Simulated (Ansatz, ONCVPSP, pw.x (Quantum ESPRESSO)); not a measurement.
**What a changed setting does to a pw.x run (fcc Ti)**

Potential: optimised norm-conserving Vanderbilt (ONCV), ONCVPSP 4.0.1.1 (patched build), LDA (Perdew-Wang 92); core [Ne], reference 3s2 3p6 3d2 4s2; waves: 3s+4s: rc 1.65 bohr, ncon 4, nbas 7, qcut 5.7 1/bohr, 2 projectors; 3p: rc 1.35 bohr, ncon 4, nbas 9, qcut 12.8 1/bohr, 1 projector; 3d: rc 2.50 bohr, ncon 5, nbas 10, qcut 7.6 1/bohr, 2 projectors, debl 1.9 Ha; local part: polynomial inside 0.85 bohr (lpopt 5, dvloc0 3 Ha); core correction: polynomial model core, fcfact 0.6.

The reference run (k-mesh 14³, cutoffs 105/420 Ry, Fermi–Dirac 0.01 Ry, mixing_beta 0.4, conv_thr 1e-9, no spin) gives -0.25 GPa at 16.088 Å³/atom, where all-electron LAPW gives 0.06 GPa. This run, with its own iteration cap, changes smearing to mv.

```
&control
  calculation='scf', prefix='x', pseudo_dir='./', outdir='./tmp', tstress=.true., disk_io='none'
/
&system
  ibrav=0, nat=1, ntyp=1, ecutwfc=105, ecutrho=420, nbnd=14,
  occupations='smearing', smearing='mv', degauss=0.01
/
&electrons
  conv_thr=1e-09, mixing_beta=0.4, electron_maxstep=60
/
ATOMIC_SPECIES
Ti 1.0 Ti.UPF
CELL_PARAMETERS angstrom
  0.00000000 2.00365996 2.00365996
  2.00365996 0.00000000 2.00365996
  2.00365996 2.00365996 0.00000000
ATOMIC_POSITIONS crystal
Ti 0.0000 0.0000 0.0000
K_POINTS automatic
14 14 14 0 0 0
```

```bash
pw.x < Ti.scf.in > Ti.scf.out
```

How does the run end?

It converges in 8 iterations; the free energy moves by +49.8 meV/atom and the pressure by -0.59 GPa. This scheme is built to cancel the term in the square of the width that Fermi–Dirac smearing leaves in the F of a metal.

```
Message from routine setup:
     using ibrav=0 with symmetry is DISCOURAGED, use correct ibrav instead
     lattice parameter (alat)  =       5.3547  a.u.
     unit-cell volume          =     108.5672 (a.u.)^3
     number of electrons       =        12.00
     number of Kohn-Sham states=           14
     kinetic-energy cutoff     =     105.0000  Ry
     charge density cutoff     =     420.0000  Ry
     scf convergence threshold =      1.0E-09
     Exchange-correlation= SLA  PW   NOGX NOGC
     number of k points=   104  Marzari-Vanderbilt smearing, width (Ry)=  0.0100
     iteration #  1     ecut=   105.00 Ry     beta= 0.40
     total energy              =    -129.02042587 Ry
     estimated scf accuracy    <       0.02764832 Ry
     iteration #  2     ecut=   105.00 Ry     beta= 0.40
     total energy              =    -129.02382745 Ry
     estimated scf accuracy    <       0.00114781 Ry
     iteration #  3     ecut=   105.00 Ry     beta= 0.40
     total energy              =    -129.02396528 Ry
     estimated scf accuracy    <       0.00014652 Ry
     iteration #  4     ecut=   105.00 Ry     beta= 0.40
     total energy              =    -129.02397180 Ry
     estimated scf accuracy    <       0.00000627 Ry
     iteration #  5     ecut=   105.00 Ry     beta= 0.40
     total energy              =    -129.02397175 Ry
     estimated scf accuracy    <       0.00000100 Ry
     iteration #  6     ecut=   105.00 Ry     beta= 0.40
     total energy              =    -129.02397189 Ry
     estimated scf accuracy    <       0.00000002 Ry
     iteration #  7     ecut=   105.00 Ry     beta= 0.40
     total energy              =    -129.02397189 Ry
     estimated scf accuracy    <          9.8E-09 Ry
     iteration #  8     ecut=   105.00 Ry     beta= 0.40
     the Fermi energy is    14.2800 ev
!    total energy              =    -129.02397190 Ry
     estimated scf accuracy    <          6.1E-10 Ry
     smearing contrib. (-TS)   =      -0.00008506 Ry
     The total energy is F=E-TS. E is the sum of the following terms:
     one-electron contribution =     -35.92333116 Ry
     hartree contribution      =      22.79896324 Ry
     xc contribution           =     -28.71570067 Ry
     ewald contribution        =     -87.18381825 Ry
     convergence has been achieved in   8 iterations
          total   stress  (Ry/bohr**3)                   (kbar)     P=       -8.39
     Message from routine punch:
     Nothing written, as per user request (disk_io='none')
```

The run took about 62 s on one core of a shared host (Neoverse-N1, 64 threads, 124 GiB, load 55).
